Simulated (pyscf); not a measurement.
Single points on ωB97X-D3(BJ)/def2-SVP structures (PySCF, gas phase).

Question: PBE/def2-TZVP puts the barrier of HO–Si•(OH)–OH + HCl → HO–Si(OH)(OH)–Cl + H• (atom transfer; doublet surface; Cl–H broken, Cl–Si formed) at 19.4 kJ/mol and the reaction energy at -43.0 kJ/mol, from the separated reactants. What do B3LYP-D3(BJ)/def2-TZVP, M06-2X/def2-TZVP, ωB97M-D3(BJ)/def2-TZVP give on the same structures?

Answer: B3LYP-D3(BJ): ΔE‡ = 30.9 kJ/mol, ΔE = -47.7 kJ/mol; M06-2X: ΔE‡ = 47.5 kJ/mol, ΔE = -64.6 kJ/mol; ωB97M-D3(BJ): ΔE‡ = 44.4 kJ/mol, ΔE = -67.9 kJ/mol. PBE's barrier lies under all of them, by 11.5 to 28.1 kJ/mol. Its reaction energy lies over all of them, by 4.7 to 24.9 kJ/mol. Low barriers are usual for a GGA, whose delocalisation error favours stretched bonds. One saddle was located; it need not be the lowest between these sides. The angle at the transferred Cl is 180°.
